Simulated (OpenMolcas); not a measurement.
# AlH3Cl− (SMILES [AlH3-][Cl]): levels of theory compared

Aim: a comparison of 6 runs (UHF/STO-3G, B3LYP/STO-3G, M06-2X/STO-3G, PBE/STO-3G, SVWN5/STO-3G, MP2/STO-3G) of AlH3Cl−. 

The calculation is run with OpenMolcas 26.06.

1 further run of the same task is left out (for a known fault of the program).

**1. Starting point**

The species is AlH3Cl− (5 atoms), meant as a singlet with charge -1. SMILES: `[AlH3-][Cl]`. Geometry: a GFN2-xTB relaxation, a rough one for these elements and not checked as a minimum.

Bond lengths: Al1–Cl2 2.098 Å, Al1–H3 1.609 Å, Al1–H4 1.608 Å, Al1–H5 1.608 Å. Angles: Cl2–Al1–H3 107.0°, Cl2–Al1–H4 107.0°, Cl2–Al1–H5 107.1°, H3–Al1–H4 111.8°, H3–Al1–H5 111.7°, H4–Al1–H5 111.8°.

**2. The energy at UHF/STO-3G (run 1)**

Input file struct.xyz:

```xyz
5

Al     0.109160    -0.000440    -0.082500
Cl    -1.562720    -0.002110     1.184250
H      0.226090     1.478490    -0.704190
H     -0.160190    -1.106410    -1.218300
H      1.387660    -0.369540     0.820730
```

Input file step1.input:

```
&GATEWAY
 BASLIB=$CurrDir
 COORD=struct.xyz
 BASIS=STO-3G
 GROUP=NoSym

&SEWARD

&SCF
 UHF
 CHARGE=-1
 SCRAMBLE=0.25
 PRORBITALS=1 1
```

The basis set STO-3G is read from a file made from the Basis Set Exchange's data (not shown).

Command:

```console
export MOLCAS_MEM=1860
pymolcas step1.input > step1.log
```

Log:

```text
--- Start Module: gateway ---
[...]
--- Stop Module: gateway /rc=_RC_ALL_IS_WELL_ ---
--- Start Module: seward ---
[...]
      Basis functions           21
--- Stop Module: seward /rc=_RC_ALL_IS_WELL_ ---
--- Start Module: scf ---
[...]
       Convergence after  13 Iterations
[...]
::    Total SCF energy                               -695.3096881323
[...]
      Total spin, S                                     0.0000000000
[...]
      Total electronic charge=   34.000000
      Total            charge=   -1.000000
[...]
      Dipole Moment (debye):
      Origin of the operator (angstrom)=   -0.7732   -0.0013    0.5860
                   X= -1.3007E+00               Y= -8.1587E-03               Z=  9.8843E-01           Total=  1.6337E+00
      Center of Charge (angstrom)
[...]
--- Stop Module: scf /rc=_RC_ALL_IS_WELL_ ---
[...]
```

It took 1.8 s on 1 thread of Arm Neoverse V1, shared host; peak memory 0.37 GiB.

**3. The energy at B3LYP/STO-3G (run 2)**

struct.xyz is that of step 2.

Input file calc.input:

```
&GATEWAY
BasLib = $CurrDir
Coord = struct.xyz
Basis = STO-3G
Group = NoSym
&SEWARD
GridInput
Grid=UltraFine
End of Grid
&SCF
Charge = -1
KSDFT = B3LYP
Thresholds = 1e-10 1e-07 1e-07 1e-05
PrOrbitals = 1 1
```

The basis set STO-3G is read from a file made from the Basis Set Exchange's data (not shown).

Command:

```console
export MOLCAS_MEM=1860
pymolcas calc.input > calc.log
```

Log:

```text
--- Start Module: gateway ---
[...]
--- Stop Module: gateway /rc=_RC_ALL_IS_WELL_ ---
--- Start Module: seward ---
[...]
      Basis functions           21
--- Stop Module: seward /rc=_RC_ALL_IS_WELL_ ---
--- Start Module: scf ---
[...]
       Convergence after  12 Iterations
[...]
::    Total KS-DFT energy                            -696.4948301415
[...]
      Total spin, S                                     0.0000000000
[...]
      Total electronic charge=   34.000000
      Total            charge=   -1.000000
[...]
      Dipole Moment (debye):
      Origin of the operator (angstrom)=   -0.7732   -0.0013    0.5860
                   X= -1.4184E+00               Y= -7.5785E-03               Z=  1.0773E+00           Total=  1.7812E+00
      Center of Charge (angstrom)
[...]
--- Stop Module: scf /rc=_RC_ALL_IS_WELL_ ---
[...]
```

Run time: 4.8 s. Hardware: 1 thread of Arm Neoverse V1, shared host; peak memory 0.37 GiB.

Runs 3 to 5 aren't shown in full; the table further down has their settings and results.

**4. The energy at MP2/STO-3G (run 6)**

struct.xyz is that of step 3.

Input file calc.input:

```
&GATEWAY
 BasLib
 $CurrDir
 Coord
 struct.xyz
 Basis
 STO-3G
 Group
 NoSym

&SEWARD

&SCF
 Charge
 -1
 Thresholds
 1e-10 1e-07 1e-07 1e-05
 PrOrbitals
 1 1

&MBPT2
 Frozen
 10
```

The basis set STO-3G is read from a file made from the Basis Set Exchange's data (not shown).

Command:

```console
export MOLCAS_MEM=1860
pymolcas calc.input > calc.log
```

Log:

```text
--- Start Module: gateway ---
[...]
--- Stop Module: gateway /rc=_RC_ALL_IS_WELL_ ---
[...]
      Basis functions           21
[...]
--- Start Module: scf ---
[...]
       Convergence after  10 Iterations
[...]
::    Total SCF energy                               -695.3096881323
[...]
      Total spin, S                                     0.0000000000
[...]
      Total electronic charge=   34.000000
      Total            charge=   -1.000000
[...]
      Dipole Moment (debye):
      Origin of the operator (angstrom)=   -0.7732   -0.0013    0.5860
                   X= -1.3007E+00               Y= -8.1585E-03               Z=  9.8843E-01           Total=  1.6337E+00
      Center of Charge (angstrom)
[...]
--- Stop Module: scf /rc=_RC_ALL_IS_WELL_ ---
--- Start Module: mbpt2 ---
[...]
WARNING!
Default frozen orbitals as non valence orbitals is overwritten by user input.
Default values:   7
[...]
       Reference weight ( Cref**2 )         =        0.98164
::    Total MBPT2 energy                             -695.3460065110
[...]
      Total MBPT2 calculations                           0.04      0.03
--- Stop Module: mbpt2 /rc=_RC_ALL_IS_WELL_ ---
[...]
```

It took 1.7 s on 1 thread of Arm Neoverse V1, shared host; peak memory 0.37 GiB.

**5. The series**

```csv
run,level,scramble,integration grid,energy (Eh),HOMO energy (eV),LUMO energy (eV),HOMO–LUMO gap (eV),wall time
1,UHF/STO-3G,0.25,–,-695.309688,-2.14,20.19,22.32,1.8 s
2,B3LYP/STO-3G,–,UltraFine,-696.494830,1.64,15.01,13.37,4.8 s
3,M06-2X/STO-3G,–,UltraFine,-696.512107,0.07,16.31,16.24,5.1 s
4,PBE/STO-3G,–,UltraFine,-696.116224,2.92,14.13,11.21,4.8 s
5,SVWN5/STO-3G,–,UltraFine,-693.821605,3.09,14.13,11.04,3.9 s
6,MP2/STO-3G,–,–,-695.346007,-2.14,20.19,22.32,1.7 s
```

**6. What came out**

```
                                                    quantity          value
                                         run 6: total energy  -695.34601 Eh
                  run 6: HOMO energy (Hartree–Fock orbitals)       -2.14 eV
                  run 6: LUMO energy (Hartree–Fock orbitals)       20.19 eV
run 6: HOMO–LUMO gap (to an unbound level, set by the basis)       22.32 eV
         run 6: correlation energy (10 core orbitals frozen)      -36.3 mEh
```

In words: Over runs 1, 2, 3, 4, 5 the HOMO–LUMO gap runs from 11.04 eV (SVWN5/STO-3G) to 22.32 eV (UHF/STO-3G). The empty levels of an anion lie above zero and hang on the basis. Totals of different functionals can't be ranked against each other. In runs 2, 3, 4, 5 the HOMO lies above zero, so the outermost electron may be held by the basis alone. In runs 1, 2, 3, 4, 5, 6 the basis is minimal, so the values are rough. All runs together took 22 s, the longest 5.1 s.
